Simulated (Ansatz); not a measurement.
# H10Si3: the cost of one run

All numbers below are computed with Ansatz 0.2.0 (RKS B3LYP-D4/def2-SVP).

### Step 1. Starting point

Bond lengths: Si1–Si2 2.570 Å, Si2–H3 1.460 Å, Si2–H4 1.460 Å, Si2–H5 1.460 Å, Si1–H6 1.460 Å, Si1–Si7 2.218 Å, Si7–H8 1.460 Å, Si7–H9 1.460 Å, Si7–H10 1.460 Å, Si1–H11 1.459 Å. Angles (14 of 18 angles, heavy atoms first): Si2–Si1–Si7 109.5°, Si1–Si2–H3 109.5°, Si1–Si2–H4 109.5°, Si1–Si2–H5 109.5°, Si2–Si1–H6 109.5°, Si2–Si1–H11 109.5°, H6–Si1–Si7 109.5°, Si7–Si1–H11 109.5°, Si1–Si7–H8 109.5°, Si1–Si7–H9 109.5°, Si1–Si7–H10 109.5°, H3–Si2–H4 109.4°, H3–Si2–H5 109.4°, H4–Si2–H5 109.4°.

Coordinates:

```xyz
13

Si    0.0000    0.0000    0.0000
Si    0.0000    0.0000    2.5700
H    -1.3148   -0.4067    3.0574
H     1.0096   -0.9353    3.0574
H     0.3052    1.3420    3.0574
H     1.3768    0.0000   -0.4862
Si   -1.0456    1.8115   -0.7393
H    -2.4302    1.4780   -1.0607
H    -1.0215    2.8436    0.2931
H    -0.3743    2.3069   -1.9374
H    -0.6877   -1.1914   -0.4862
H    -1.6702    0.0053    0.5550
H    -1.4640    0.0047    1.5048
```

### Step 2. A restrained relaxation towards end A

Springs on the bonds that form and break draw the guess towards this end; the thresholds are loose.

Input file input.yaml:

```yaml
crystal:
  periodic: [false, false, false]
  atoms:
    - { symbol: Si, position_ang: [0.0, 0.0, 0.0] }
    - { symbol: Si, position_ang: [0.0, 0.0, 2.57] }
    - { symbol: H, position_ang: [-1.3148, -0.4067, 3.0574] }
    - { symbol: H, position_ang: [1.0096, -0.9353, 3.0574] }
    - { symbol: H, position_ang: [0.3052, 1.342, 3.0574] }
    - { symbol: H, position_ang: [1.3768, 0.0, -0.4862] }
    - { symbol: Si, position_ang: [-1.0456, 1.8115, -0.7393] }
    - { symbol: H, position_ang: [-2.4302, 1.478, -1.0607] }
    - { symbol: H, position_ang: [-1.0215, 2.8436, 0.2931] }
    - { symbol: H, position_ang: [-0.3743, 2.3069, -1.9374] }
    - { symbol: H, position_ang: [-0.6877, -1.1914, -0.4862] }
    - { symbol: H, position_ang: [-1.6702, 0.0053, 0.555] }
    - { symbol: H, position_ang: [-1.464, 0.0047, 1.5048] }
basis:
  gaussian: { orbitals: def2-SVP }
hamiltonian:
  xc: b3lyp
  dispersion: d4
relax:
  f_tol: 0.15
  max_steps: 25
  restrain:
    - { distance: [0, 11], at: 2.66, k: 30.0 }
    - { distance: [12, 1], at: 2.66, k: 30.0 }
    - { distance: [0, 1], at: 2.22, k: 30.0 }
    - { distance: [12, 11], at: 0.66, k: 30.0 }
```

Launch:

```console
> ansatz run input.yaml --threads 2 --pin off --max-ram 3072MiB --backend cpu --events-out ev --progress --plain --runs-dir out
```

Q: Estimate wall time and peak memory on 2 threads of Arm Neoverse V1, shared host.

About 21 s, with a peak of 0.22 GiB.
